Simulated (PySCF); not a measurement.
Isomers of C3H5FS, mass 92.010 u with the commonest isotopes. Method: PBE0/def2-SVPD in PySCF (dipole) on a GFN2-xTB geometry, gas phase. One conformer each, none proved a minimum here; rigid rotors.

Question: Order these by rotational constant B, largest first.
A. `[F:1][CH:2]1[CH2:3][S:4][CH2:5]1` with F1–C2–C3–S4 -136°, C2–C3–S4–C5 14°, C3–S4–C5–C2 -14°, F1–C2–C5–S4 136°
B. `[CH2:1]=[C:2]([F:3])[S:4][CH3:5]` with C1–C2–S4–C5 180°
C. `[CH2:1]=[CH:2][S:3][CH2:4][F:5]` with C1–C2–S3–C4 10°, C2–S3–C4–F5 -74°

Answer: C (3345 MHz), B (3269 MHz), A (2941 MHz).

Question: Order these by rotational constant A, smallest first.
A. `[F:1][CH:2]1[CH2:3][S:4][CH2:5]1` with F1–C2–C3–S4 -136°, C2–C3–S4–C5 14°, C3–S4–C5–C2 -14°, F1–C2–C5–S4 136°
B. `[CH2:1]=[C:2]([F:3])[S:4][CH3:5]` with C1–C2–S4–C5 180°
C. `[CH2:1]=[CH:2][S:3][CH2:4][F:5]` with C1–C2–S3–C4 10°, C2–S3–C4–F5 -74°

Answer: C (5612 MHz), B (7025 MHz), A (9712 MHz).

Question: Order these by radius of gyration √(Σ m r²/M), largest first.
A. `[F:1][CH:2]1[CH2:3][S:4][CH2:5]1` with F1–C2–C3–S4 -136°, C2–C3–S4–C5 14°, C3–S4–C5–C2 -14°, F1–C2–C5–S4 136°
B. `[CH2:1]=[CH:2][S:3][CH2:4][F:5]` with C1–C2–S3–C4 10°, C2–S3–C4–F5 -74°
C. `[CH2:1]=[C:2]([F:3])[S:4][CH3:5]` with C1–C2–S4–C5 180°

Answer: B (1.587 Å), C (1.564 Å), A (1.530 Å).

| SMILES | point group | Ia (u·Å²) | Ib (u·Å²) | Ic (u·Å²) | κ | μa (D) | μb (D) | μc (D) |
| --- | --- | --- | --- | --- | --- | --- | --- | --- |
| C=C(F)SC | Cs | 71.94 | 154.62 | 223.33 | -0.58 | 0.84 | 0.31 | 0.00 |
| C=CSCF | C1 | 90.05 | 151.09 | 222.30 | -0.36 | 0.47 | 0.05 | 1.35 |
| FC1CSC1 | Cs | 52.04 | 171.86 | 206.83 | -0.86 | 0.16 | 0.00 | 0.76 |
